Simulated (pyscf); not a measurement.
## Concerted two-bond exchange: `[SiH2]=[S]` + `[H][H]` → `[SiH][SH]` [singlet] + `[H][H]`

Gas phase, singlet surface, charge 0. Bonds broken: Si2–H3, H5–H6. Bonds formed: S1–H5, H3–H6. Optimised with ωB97X-D3(BJ)/def2-SVP in PySCF.

Transition state (Å):

```xyz
6

S      1.7299     0.3799    -0.2934
Si    -0.1684     0.3596    -0.9176
H     -0.7211    -0.0289     0.7216
H     -0.2729     0.6586    -2.3802
H      0.8642     0.0121     1.1285
H     -0.0482    -0.1440     1.5251
```

One imaginary mode, 1906i cm⁻¹; descent along it reached the two sides named.

```tsv
bond	change	reactant side (Å)	saddle	product side
Si2–H3	breaks	1.488	1.773	3.2
H5–H6	breaks	0.762	1.007	2.7
S1–H5	forms	3.0	1.705	1.350
H3–H6	forms	3.2	1.054	0.761
```

Electronic energies relative to the separated reactants (kcal/mol):

| level | barrier | reaction energy | reverse barrier |
|---|---|---|---|
| ωB97X-D3(BJ)/def2-TZVP | 53.3 | +11.5 | 41.8 |
| PBE/def2-TZVP | 39.5 | +9.8 | 29.7 |
| r²SCAN/def2-TZVP | 44.9 | +13.1 | 31.8 |
| B3LYP-D3(BJ)/def2-TZVP | 48.4 | +10.6 | 37.8 |
| PBE0-D3(BJ)/def2-TZVP | 44.7 | +10.6 | 34.1 |
| M06-2X/def2-TZVP | 53.8 | +9.7 | 44.2 |
| ωB97M-D3(BJ)/def2-TZVP | 51.7 | +9.3 | 42.4 |
| HF/def2-TZVP | 77.0 | +12.1 | 64.9 |

With ωB97M-D3(BJ)/def2-TZVP energies and thermal terms (ideal gas, 1 atm, RRHO with modes under 100 cm⁻¹ raised to 100, one conformer, R ln 2 for chiral ones without a mode under 150 cm⁻¹), in kcal/mol:

| T (K) | ΔH‡ | ΔG‡ | ΔH | ΔG |
|---|---|---|---|---|
| 298 | 50.9 | 59.0 | +9.3 | +8.6 |
| 600 | 50.0 | 67.7 | +9.4 | +7.9 |
| 900 | 50.0 | 76.6 | +9.5 | +7.1 |
| 1200 | 50.4 | 85.4 | +9.5 | +6.3 |

The same reactants have a lower exit, to H₃Si–SH (barrier +21.7 kcal/mol at ωB97M-D3(BJ)/def2-TZVP, against +51.7 kcal/mol here). One saddle was located; it need not be the lowest between these sides.
